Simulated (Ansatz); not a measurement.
These are Ansatz (an electronic-structure program) with B3LYP-D3(BJ)/def2-TZVP values and carry that method's errors. No frequencies were computed at this level.

Ansatz 0.2 input:
```yaml
crystal:
  periodic: [false, false, false]
  atoms:
    - { symbol: C, position_ang: [-1.141561, -0.099179, -0.209284] }
    - { symbol: C, position_ang: [0.169733, -0.125907, 0.568839] }
    - { symbol: C, position_ang: [1.345438, 0.225763, -0.294287] }
    - { symbol: O, position_ang: [2.423797, -0.293897, -0.249443] }
    - { symbol: H, position_ang: [-1.132884, -0.850449, -0.995306] }
    - { symbol: H, position_ang: [-1.297286, 0.875966, -0.66558] }
    - { symbol: H, position_ang: [-1.977458, -0.306275, 0.453795] }
    - { symbol: H, position_ang: [0.134548, 0.62293, 1.36666] }
    - { symbol: H, position_ang: [0.337021, -1.10047, 1.030135] }
    - { symbol: H, position_ang: [1.138652, 1.05152, -1.005529] }
basis:
  gaussian: { orbitals: def2-tzvp }
hamiltonian:
  xc: b3lyp
  dispersion: d3bj
relax:
  max_steps: 150
```

Output:

```
Functional definition: B3LYP
955 factors; their error is unknown
mean field evaluation 1: about -5248.8154 eV, gradient 6.6e1 eV
mean field evaluation 2: about -5241.4919 eV, gradient 8.8e1 eV
mean field evaluation 4: about -5257.8800 eV, gradient 6.1e0 eV
mean field evaluation 8: about -5257.9516 eV, gradient 6.1e-2 eV
mean field evaluation 16: about -5257.9338 eV, gradient 9.9e-5 eV
mean field -5257.93381000 eV, -193.2255035621 hartree, gradient 2.3e-5 eV, S^2 0.000000; 0 other end points of the search recorded, 0 dependent functions left out
reference -5257.93405729 eV, -193.2255126496 hartree; 16, 16 occupied and 144, 144 virtual orbitals, 955 factors
relax step   1: F+E_penalty+E_count = -5258.20377648 eV  Δ(F+E_penalty+E_count) = +0.000e0 eV  max|allowed force component| = 3.616e-1 eV/Å  Δτ_max = 0.0000 Å  (28 SCF iters, accepted)
these checks for a lower state are left out or cut short: starts, cluster_reference, orbital_swaps, neighbouring_geometries, increment
955 factors; their error is unknown
mean field -5257.94247619 eV, -193.2258220384 hartree, gradient 1.7e-5 eV, S^2 0.000000; 0 other end points of the search recorded, 0 dependent functions left out
reference -5257.94272443 eV, -193.2258311614 hartree; 16, 16 occupied and 144, 144 virtual orbitals, 955 factors
relax step   2: F+E_penalty+E_count = -5258.21140099 eV  Δ(F+E_penalty+E_count) = -7.625e-3 eV  max|allowed force component| = 8.447e-2 eV/Å  Δτ_max = 0.0298 Å  (31 SCF iters, accepted)
these checks for a lower state are left out or cut short: starts, cluster_reference, orbital_swaps, neighbouring_geometries, increment
955 factors; their error is unknown
mean field evaluation 32: about -5257.9430 eV, gradient 1.7e-5 eV
mean field -5257.94302536 eV, -193.2258422201 hartree, gradient 1.7e-5 eV, S^2 0.000000; 0 other end points of the search recorded, 0 dependent functions left out
reference -5257.94327430 eV, -193.2258513687 hartree; 16, 16 occupied and 144, 144 virtual orbitals, 955 factors
relax step   3: F+E_penalty+E_count = -5258.21140874 eV  Δ(F+E_penalty+E_count) = -7.743e-6 eV  max|allowed force component| = 1.831e-1 eV/Å  Δτ_max = 0.0495 Å  (32 SCF iters, accepted)
these checks for a lower state are left out or cut short: starts, cluster_reference, orbital_swaps, neighbouring_geometries, increment
955 factors; their error is unknown
mean field -5257.94485268 eV, -193.2259093729 hartree, gradient 1.6e-5 eV, S^2 0.000000; 0 other end points of the search recorded, 0 dependent functions left out
reference -5257.94510178 eV, -193.2259185274 hartree; 16, 16 occupied and 144, 144 virtual orbitals, 955 factors
relax step   4: F+E_penalty+E_count = -5258.21320726 eV  Δ(F+E_penalty+E_count) = -1.799e-3 eV  max|allowed force component| = 9.722e-2 eV/Å  Δτ_max = 0.0117 Å  (31 SCF iters, accepted)
these checks for a lower state are left out or cut short: starts, cluster_reference, orbital_swaps, neighbouring_geometries, increment
955 factors; their error is unknown
mean field -5257.94516004 eV, -193.2259206683 hartree, gradient 1.6e-5 eV, S^2 0.000000; 0 other end points of the search recorded, 0 dependent functions left out
reference -5257.94540902 eV, -193.2259298181 hartree; 16, 16 occupied and 144, 144 virtual orbitals, 955 factors
relax step   5: F+E_penalty+E_count = -5258.21371024 eV  Δ(F+E_penalty+E_count) = -5.030e-4 eV  max|allowed force component| = 4.518e-2 eV/Å  Δτ_max = 0.0053 Å  (33 SCF iters, accepted)
these checks for a lower state are left out or cut short: starts, cluster_reference, orbital_swaps, neighbouring_geometries, increment
955 factors; their error is unknown
mean field -5257.94615391 eV, -193.2259571924 hartree, gradient 1.7e-5 eV, S^2 0.000000; 0 other end points of the search recorded, 0 dependent functions left out
reference -5257.94640284 eV, -193.2259663404 hartree; 16, 16 occupied and 144, 144 virtual orbitals, 955 factors
relax step   6: F+E_penalty+E_count = -5258.21489626 eV  Δ(F+E_penalty+E_count) = -1.186e-3 eV  max|allowed force component| = 7.672e-2 eV/Å  Δτ_max = 0.0382 Å  (33 SCF iters, accepted)
these checks for a lower state are left out or cut short: starts, cluster_reference, orbital_swaps, neighbouring_geometries, increment
955 factors; their error is unknown
mean field -5257.94722999 eV, -193.2259967373 hartree, gradient 1.6e-5 eV, S^2 0.000000; 0 other end points of the search recorded, 0 dependent functions left out
reference -5257.94747884 eV, -193.2260058826 hartree; 16, 16 occupied and 144, 144 virtual orbitals, 955 factors
relax step   7: F+E_penalty+E_count = -5258.21613504 eV  Δ(F+E_penalty+E_count) = -1.239e-3 eV  max|allowed force component| = 4.131e-2 eV/Å  Δτ_max = 0.0611 Å  (31 SCF iters, accepted)
these checks for a lower state are left out or cut short: starts, cluster_reference, orbital_swaps, neighbouring_geometries, increment
955 factors; their error is unknown
mean field evaluation 64: about -5257.9448 eV, gradient 1.2e-3 eV
mean field -5257.94475537 eV, -193.2259057970 hartree, gradient 1.5e-5 eV, S^2 0.000000; 0 other end points of the search recorded, 0 dependent functions left out
reference -5257.94500391 eV, -193.2259149306 hartree; 16, 16 occupied and 144, 144 virtual orbitals, 955 factors
relax step   8: F+E_penalty+E_count = -5258.21393396 eV  Δ(F+E_penalty+E_count) = +2.201e-3 eV  max|allowed force component| = 5.353e-1 eV/Å  Δτ_max = 0.1084 Å  (32 SCF iters, rejected (line search))
these checks for a lower state are left out or cut short: starts, cluster_reference, orbital_swaps, neighbouring_geometries, increment
955 factors; their error is unknown
mean field -5257.94790628 eV, -193.2260215907 hartree, gradient 1.6e-5 eV, S^2 0.000000; 0 other end points of the search recorded, 0 dependent functions left out
reference -5257.94815491 eV, -193.2260307276 hartree; 16, 16 occupied and 144, 144 virtual orbitals, 955 factors
relax step   9: F+E_penalty+E_count = -5258.21702097 eV  Δ(F+E_penalty+E_count) = -8.859e-4 eV  max|allowed force component| = 5.606e-2 eV/Å  Δτ_max = 0.0532 Å  (31 SCF iters, accepted)
these checks for a lower state are left out or cut short: starts, cluster_reference, orbital_swaps, neighbouring_geometries, increment
955 factors; their error is unknown
mean field -5257.94539210 eV, -193.2259291963 hartree, gradient 1.9e-5 eV, S^2 0.000000; 0 other end points of the search recorded, 0 dependent functions left out
reference -5257.94564084 eV, -193.2259383372 hartree; 16, 16 occupied and 144, 144 virtual orbitals, 955 factors
relax step  10: F+E_penalty+E_count = -5258.21442564 eV  Δ(F+E_penalty+E_count) = +2.595e-3 eV  max|allowed force component| = 1.944e-1 eV/Å  Δτ_max = 0.0660 Å  (31 SCF iters, rejected (line search))
these checks for a lower state are left out or cut short: starts, cluster_reference, orbital_swaps, neighbouring_geometries, increment
955 factors; their error is unknown
mean field -5257.94821722 eV, -193.2260330177 hartree, gradient 1.6e-5 eV, S^2 0.000000; 0 other end points of the search recorded, 0 dependent functions left out
reference -5257.94846583 eV, -193.2260421536 hartree; 16, 16 occupied and 144, 144 virtual orbitals, 955 factors
relax step  11: F+E_penalty+E_count = -5258.21725919 eV  Δ(F+E_penalty+E_count) = -2.382e-4 eV  max|allowed force component| = 1.561e-2 eV/Å  Δτ_max = 0.0202 Å  (31 SCF iters, accepted)
these checks for a lower state are left out or cut short: starts, cluster_reference, orbital_swaps, neighbouring_geometries, increment
955 factors; their error is unknown
mean field -5257.94805883 eV, -193.2260271969 hartree, gradient 1.6e-5 eV, S^2 0.000000; 0 other end points of the search recorded, 0 dependent functions left out
reference -5257.94830723 eV, -193.2260363252 hartree; 16, 16 occupied and 144, 144 virtual orbitals, 955 factors
relax step  12: F+E_penalty+E_count = -5258.21734039 eV  Δ(F+E_penalty+E_count) = -8.120e-5 eV  max|allowed force component| = 1.015e-2 eV/Å  Δτ_max = 0.0163 Å  (31 SCF iters, accepted)
these checks for a lower state are left out or cut short: starts, cluster_reference, orbital_swaps, neighbouring_geometries, increment
955 factors; their error is unknown
mean field evaluation 96: about -5257.9643 eV, gradient 5.7e-1 eV
mean field -5257.94810472 eV, -193.2260288832 hartree, gradient 1.6e-5 eV, S^2 0.000000; 0 other end points of the search recorded, 0 dependent functions left out
reference -5257.94835313 eV, -193.2260380122 hartree; 16, 16 occupied and 144, 144 virtual orbitals, 955 factors
relax step  13: F+E_penalty+E_count = -5258.21735680 eV  Δ(F+E_penalty+E_count) = -1.641e-5 eV  max|allowed force component| = 2.519e-3 eV/Å  Δτ_max = 0.0050 Å  (33 SCF iters, accepted)
955 factors; their error is unknown
mean field -5257.94810472 eV, -193.2260288832 hartree, gradient 1.6e-5 eV, S^2 0.000000; 1 other end points of the search recorded, 0 dependent functions left out
reference -5257.94835313 eV, -193.2260380122 hartree; 16, 16 occupied and 144, 144 virtual orbitals, 955 factors
Total energy: -5258.21760521 eV, -193.2359328436 hartree
Atom 0 at    -1.137766    -0.126279    -0.215806 Å, force    -0.000888    -0.000633    -0.001478 eV/Å
Atom 1 at     0.168408    -0.102595     0.585050 Å, force    -0.000189     0.002079     0.001731 eV/Å
Atom 2 at     1.344136     0.243480    -0.287415 Å, force    -0.002519     0.000506     0.001345 eV/Å
Atom 3 at     2.333908    -0.428390    -0.415471 Å, force     0.001046    -0.000343    -0.000649 eV/Å
Atom 4 at    -1.119670    -0.915040    -0.969379 Å, force     0.000035    -0.000335    -0.000032 eV/Å
Atom 5 at    -1.306687     0.824098    -0.726607 Å, force     0.000066    -0.000452     0.000912 eV/Å
Atom 6 at    -1.988383    -0.306788     0.441411 Å, force     0.001126     0.001016    -0.000020 eV/Å
Atom 7 at     0.103178     0.668814     1.361683 Å, force     0.000254     0.000570    -0.001849 eV/Å
Atom 8 at     0.362762    -1.058297     1.072468 Å, force     0.000865    -0.001458    -0.000998 eV/Å
Atom 9 at     1.240115     1.200999    -0.845934 Å, force     0.000204    -0.000951     0.001039 eV/Å
Dipole moment:    -0.546407     0.236106     0.127885 e Å
```

Cost: roughly 100 core-seconds.
